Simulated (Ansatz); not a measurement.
The input, for Ansatz 0.2.0:

```yaml
crystal:
  periodic: [false, false, false]
  atoms:
    - {symbol: O, position_ang: [0.053909, -0.002347, 0.000000]}
    - {symbol: H, position_ang: [-0.277338, 0.934360, 0.000002]}
    - {symbol: H, position_ang: [-0.289188, -0.448554, 0.883737]}
    - {symbol: H, position_ang: [-0.289189, -0.448551, -0.883738]}
basis:
  gaussian: {orbitals: aug-cc-pVDZ}
magnetization: {spin_polarized: false, initial_magnetization: 3}
correlation: {active_space: {ras: {orbitals: [3, 3, 43], electrons: 9, max_holes: 2, max_particles: 2}, fixed_orbitals: true}}
accuracy: high
```

```sh
$ ansatz run in.yaml --threads 1 --pin off --events-out ev --progress --plain --max-ram 2393MiB
```

The program prints:

```
970 factors; integrals over basis functions are off by at most 3.5e-9 eV
mean field evaluation 1: about -2069.3032 eV, gradient 1.9e1 eV
mean field evaluation 2: about -2069.3035 eV, gradient 1.9e1 eV
mean field evaluation 4: about -2071.6775 eV, gradient 2.2e0 eV
mean field evaluation 8: about -2071.7715 eV, gradient 1.9e-1 eV
mean field evaluation 16: about -2071.7720 eV, gradient 2.3e-8 eV
mean field evaluation 32: about -2071.7139 eV, gradient 1.8e0 eV
mean field evaluation 64: about -2069.3033 eV, gradient 1.9e1 eV
mean field -2071.77201329 eV, -76.1362171909 hartree, gradient 2.3e-8 eV, S^2 3.750000; 7 other end points of the search recorded, 0 dependent functions left out
reference -2071.77201329 eV, -76.1362171909 hartree; 7, 4 occupied and 43, 46 virtual orbitals, 970 factors
state -2077.20911412 eV, -76.3360269612 hartree
Total energy: -2077.20911412 eV, -76.3360269612 hartree
```

Ran on 1 thread of Arm Neoverse V1, shared host: 9.5 s wall, 0.22 GiB peak host memory.
